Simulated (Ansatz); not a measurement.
`COC(=N)Cl`, 9 atoms. Charge 0, multiplicity 1. All runs use 2 threads of an Arm Neoverse V1 on a shared host. Correlated methods freeze the cores.

(1) Give the basis size and wall time and peak host memory of each of these runs in Ansatz. RKS PBE0-D4/def2-TZVP frequencies; direct RPA on PBE orbitals/def2-TZVPP energy; RKS ωB97M-V/def2-SVP energy; RKS B3LYP-D4/def2-TZVPP energy and forces; RHF-MP2/def2-QZVPP energy; RKS PBE0-D4/def2-TZVPP energy; RHF-CCSD(T)/def2-TZVPP energy; RKS PBE0-D4/def2-SVP energy; RKS PBE0-D4/def2-QZVPP energy; RKS ωB97M-V/def2-QZVPP energy; RKS HSE06 (plane-wave form)-D4/def2-TZVPP energy; RKS BHLYP-D4/def2-TZVPP energy. (Best estimate.)

Results:

(1) Ansatz gave: Other jobs shared the machine, so times are rough.

```json
{"level": "RKS PBE0-D4/def2-SVP", "job": "energy", "functions": "94", "wall time": "1.5 s", "peak host memory (GiB)": "0.43"}
{"level": "RKS BHLYP-D4/def2-TZVPP", "job": "energy", "functions": "222", "wall time": "6 s", "peak host memory (GiB)": "0.49"}
{"level": "RKS ωB97M-V/def2-SVP", "job": "energy", "functions": "94", "wall time": "6.5 s", "peak host memory (GiB)": "0.43"}
{"level": "RKS HSE06 (plane-wave form)-D4/def2-TZVPP", "job": "energy", "functions": "222", "wall time": "6.5 s", "peak host memory (GiB)": "0.49"}
{"level": "RKS PBE0-D4/def2-TZVPP", "job": "energy", "functions": "222", "wall time": "6.5 s", "peak host memory (GiB)": "0.47"}
{"level": "direct RPA on PBE orbitals/def2-TZVPP", "job": "energy", "functions": "222", "wall time": "7.5 s", "peak host memory (GiB)": "0.47"}
{"level": "RKS B3LYP-D4/def2-TZVPP", "job": "energy and forces", "functions": "222", "wall time": "9 s", "peak host memory (GiB)": "0.54"}
{"level": "RKS PBE0-D4/def2-QZVPP", "job": "energy", "functions": "418", "wall time": "12 s", "peak host memory (GiB)": "1.2"}
{"level": "RKS ωB97M-V/def2-QZVPP", "job": "energy", "functions": "418", "wall time": "27 s", "peak host memory (GiB)": "1.4"}
{"level": "RHF-MP2/def2-QZVPP", "job": "energy", "functions": "418", "wall time": "46 s", "peak host memory (GiB)": "2.2"}
{"level": "RKS PBE0-D4/def2-TZVP", "job": "frequencies", "functions": "185", "wall time": "3.1 min", "peak host memory (GiB)": "0.43"}
{"level": "RHF-CCSD(T)/def2-TZVPP", "job": "energy", "functions": "222", "wall time": "3.5 min", "peak host memory (GiB)": "3.6"}
```

B3LYP here is the variant with VWN-RPA as its local correlation; programs differ in this.
